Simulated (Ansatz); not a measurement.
**BSiH₄ (doublet): wave-function methods side by side at distance B1–H4 along a hydrogen transfer = 1.405 Å, cc-pVDZ**

An exercise on one series of results from a longer session: the logs are not shown, and one member is left open.

The runs use Ansatz 0.2.0, Gaussian basis; cc-pVDZ, core rule «outside noble gas», up to 6 orbitals frozen.

To be run: UHF; CCSD(T) on ROHF; CCSD(T) on UHF; BCCD(T) on ROHF; CISD; CCSDT(Q) on ROHF; CCSDT(Q) on UHF; CASSCF and MRCISD+Q, 3 electrons in 3 orbitals; CASSCF and NEVPT2, 3 electrons in 3 orbitals; CASSCF and NEVPT2, 9 electrons in 9 orbitals.

6 further runs of the same task are left out: 5 that didn't finish, 1 set aside as unsound or not needed.

### The system

The geometry derives from fragments relaxed apart (PBE0/def2-TZVP) and kept rigid, so it is no stationary point. A hydrogen atom is moved between rigid fragments.

6 atoms, charge 0, spin multiplicity 2.

Atoms are counted from 1 here; the program's logs count them from 0.

Bond lengths: B1–H2 1.193 Å, B1–H3 1.193 Å, B1–H4 1.405 Å, H4–Si5 1.599 Å, Si5–H6 1.532 Å. Angles: H2–B1–H3 120.0°, H2–B1–H4 120.0°, H3–B1–H4 120.0°, B1–H4–Si5 180.0°, H4–Si5–H6 105.0°.

The first run:

The input, in.yaml:

```yaml
crystal:
  periodic: [false, false, false]
  atoms:
    - {symbol: B, position_ang: [-2.050153, 0.034738, 0.000000]}
    - {symbol: H, position_ang: [-2.646886, 1.068310, 0.000000]}
    - {symbol: H, position_ang: [-2.646886, -0.998833, 0.000000]}
    - {symbol: H, position_ang: [-0.645153, 0.034738, 0.000000]}
    - {symbol: Si, position_ang: [0.953847, 0.034738, 0.000000]}
    - {symbol: H, position_ang: [1.350282, -1.444775, 0.000000]}
basis:
  gaussian: {orbitals: cc-pVDZ}
magnetization: {spin_polarized: true, initial_magnetization: 1}
hamiltonian: {xc: hf}
output: {orbitals: {seedname: orbitals}}
```

Launch:

```console
$ ansatz run in.yaml --threads 1 --pin off --events-out ev --progress --plain --max-ram 2393MiB
```

Among the steps run: UHF; CCSD(T) on ROHF; CCSD(T) on UHF; BCCD(T) on ROHF; CISD; CCSDT(Q) on ROHF; CCSDT(Q) on UHF; CASSCF and MRCISD+Q, 3 electrons in 3 orbitals; CASSCF and NEVPT2, 3 electrons in 3 orbitals; CASSCF and NEVPT2, 9 electrons in 9 orbitals.

One of the session's tables, all rows but one given; the rest of the session is left out.

```
       method  from UCCSDT(Q) (kJ/mol)
         ROHF                   +607.8
          UHF                   +596.7
         RMP2                   +144.4
         UMP2                   +147.4
         CISD                    +74.1
        RCCSD                        ?
        UCCSD                    +22.2
     RCCSD(T)                     +5.8
     UCCSD(T)                     +5.9
      BCCD(T)                     +5.8
       RCCSDT                     +1.1
       UCCSDT                     +1.1
    RCCSDT(Q)                     +0.2
    UCCSDT(Q)                        0
  CASSCF pair                   +564.0
  MRCISD pair                    +66.3
MRCISD+Q pair                     +7.7
```

Estimate the missing values for RCCSD.

The run gave: from UCCSDT(Q) (kJ/mol): +22.4. In the column «from UCCSDT(Q) (kJ/mol)» it lies between UCCSD (+22.2) and MRCISD pair (+66.3).

Not comparable, so not listed: CASSCF and NEVPT2, 3 electrons in 3 orbitals (they don't share determinant, frozen orbitals or solution with the rows shown, or repeat one).

Limits of these values: Left out of the table: CASSCF frontier, NEVPT2 frontier (the active space lost an orbital or holds another state than full CI finds). Restricted and unrestricted rows rest on different reference determinants; where their highest levels disagree by more than a few hundredths of an eV, they describe different states and don't form one ladder. Warnings in the runs' records: passed over end.
